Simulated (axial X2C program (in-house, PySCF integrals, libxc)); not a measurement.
**Nuclear properties of AlO**

Calculated with an in-house all-electron X2C program for linear molecules (integrals from PySCF): two-component X2C with atomic mean-field Coulomb and Gaunt terms, Gaussian nuclei, basis Al dyall-v3z, O dyall-av3z with contracted cores.

R = 1.632 Å (near the PBE0 minimum at charge 0 of the determinant lowest at the starting distance; the state shown can have its own minimum elsewhere).

Input and command:
```json
{"zs": [13, 8], "q": 0, "bas": ["dyall-v3z", "dyall-av3z"], "r0": 1.7, "levels": ["PBE0", "HF", "BHandHLYP", "PBE50", "BP86"], "nst": 3}
```
```bash
python soeom.py task.json out
```

Keys: zs atomic numbers; q charge; bas basis sets; r0 starting distance in Å; levels methods; nst determinants followed.

Determinant lowest in the PBE0 search, Ω = 1/2 (⟨Sz⟩ = 0.50, ⟨Lz⟩ = 0.00 at PBE0), spin on the atoms Al 0.26, O 0.24:

| level | Eeff magnitude (GV/cm) | Ws magnitude Al (kHz) | A∥/gI Al (MHz) | qzz Al (a.u.) | A∥/gI O (MHz) | qzz O (a.u.) | μ (D) |
| --- | --- | --- | --- | --- | --- | --- | --- |
| PBE0 | 0.143 | 0.109 | 358 | -0.80 | 139 | 1.16 | -4.33 |
| BHandHLYP | 0.137 | 0.107 | 176 | -0.83 | 189 | 1.62 | -4.12 |
| PBE50 | 0.144 | 0.111 | 202 | -0.83 | 153 | 1.45 | -4.28 |
| BP86 | 0.137 | 0.105 | 495 | -0.74 | 131 | 0.96 | -4.15 |

Eeff is the effective electric field on the electron electric dipole moment in this Ω state and Ws the scalar–pseudoscalar constant of the nucleus named (defined with the proton number Z and per Ω); A∥ (defined per Ω) follows by multiplying with gI = μI/(I μN); qzz is the electric field gradient, eQq0 = 234.96 MHz × Q/barn × qzz; μ is positive if the O end (last atom) is positive. The operators were transformed with the bare-nucleus X2C matrices; with these basis sets, hyperfine constants and field gradients can be off by tens of per cent, and where levels differ in sign neither size nor sign is settled.

Task: With Q(27Al) = 0.1466 barn, gI(17O) = -0.7575, Q(17O) = -0.02558 barn (g factors from the IAEA table of nuclear moments by Stone; Q from Pyykkö, Mol. Phys. 2018), turn the PBE0 values of the first state into constants in MHz.

Result: eQq0(27Al) = 234.96 × (0.1466) × (-0.80) = -27.6 MHz; A∥(17O) = 139 × -0.7575 = -105 MHz; eQq0(17O) = 234.96 × (-0.02558) × (1.16) = -6.97 MHz.

Each state is one determinant with collinear spin. Left out as unconverged or as another state under the same occupation: HF in at least one table. The search compared states at one distance, so a state with another bond length can lie lower. Further determinants of the search, some of them spin-mixed, are not shown. Where a field gradient or hyperfine factor spreads by more than a factor of two over the levels, a constant derived from it is not to be relied on.
